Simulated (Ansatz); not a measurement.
# HNSi: the cost of one run

Program: Ansatz 0.2.0. Level of theory: CCSD(T) on Hartree-Fock, Gaussian basis cc-pV(Q+d)Z. These are calculated values, not measurements.

**1. The system as given**

Bond lengths: Si1–N2 1.550 Å, N2–H3 1.000 Å. Angles: Si1–N2–H3 179.4°.

As a file:

```xyz
3

Si    0.0000    0.0000    0.0000
N     0.0000    0.0000    1.5500
H     0.0000    0.0100    2.5500
```

**2. Relaxing the atoms: HNSi**

Input file input.yaml:

```yaml
relax:
  f_tol: 0.001
  max_steps: 200
crystal:
  periodic: [false, false, false]
  atoms:
    - { symbol: Si, position_ang: [0.0, 0.0, 0.0] }
    - { symbol: "N", position_ang: [0.0, 0.0, 1.55] }
    - { symbol: H, position_ang: [0.0, 0.01, 2.55] }
basis:
  gaussian: { orbitals: "cc-pV(Q+d)Z.json" }
hamiltonian:
  xc: hf
correlation:
  method: ccsd_t
```

Launch:

```sh
> ansatz run input.yaml --threads 2 --pin off --max-ram 4096MiB --backend cpu --events-out ev --progress --plain --runs-dir out
```

What time and memory should one allow on 2 threads of Intel Xeon Platinum 8175M at 2.50GHz (Skylake/Cascade Lake), shared host?

About 3.1 min, with a peak of 1.8 GiB.
